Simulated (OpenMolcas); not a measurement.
# A ladder of methods for PH2 (SMILES [PH2])

PH2: 3 atoms, total charge 0, spin state doublet. SMILES: `[PH2]`. The shape is that of a PBE0-D4/def2-TZVP optimisation.

```xyz
3

P     0.5257   -0.3094    0.2582
H     0.1146    1.0515    0.1767
H    -0.6404   -0.7421   -0.4350
```

Quantity: the energy change with the P1–H2 bond stretched from 1.424 to 2.848 Å, in eV. The values are calculated.

```csv
level,kind,program,value (eV),less FCI/3-21G,CPU time (all runs)
UHF/3-21G,Hartree–Fock,OpenMolcas,1.84,-0.49,3.2 s
USVWN5/3-21G,LDA,OpenMolcas,3.08,+0.75,7.5 s
"CASSCF(3,3)/3-21G",multireference,OpenMolcas,2.22,-0.11,3.5 s
"CASSCF(7,6)/3-21G",multireference,OpenMolcas,2.22,-0.11,2.6 s
"MC-PDFT[tPBE](7,6)/3-21G",multireference,OpenMolcas,2.86,+0.53,2.8 s
"MRCI(7,6)/3-21G",multireference,OpenMolcas,2.33,0.00,3 s
"SC-NEVPT2(7,6)/3-21G",multireference,OpenMolcas,2.32,-0.01,2.8 s
FCI/3-21G,exact in the basis,OpenMolcas,2.33,0.00,7.9 s
```

FCI/3-21G is exact within its basis and frozen core, so for wave-function methods in that basis the difference is their error; functionals converge differently with the basis, so for them it is only a difference. The first shape isn't each level's own minimum. The values span 1.84 to 3.08 eV. Spin contamination of the reference (⟨S²⟩ at least 0.1 too high) touches UHF/3-21G, USVWN5/3-21G. All rows use very small basis sets, so even the best lies far from the true value. CPU times are rough (shared hosts, several kinds of processor): they show what a rung costs within a factor of a few.
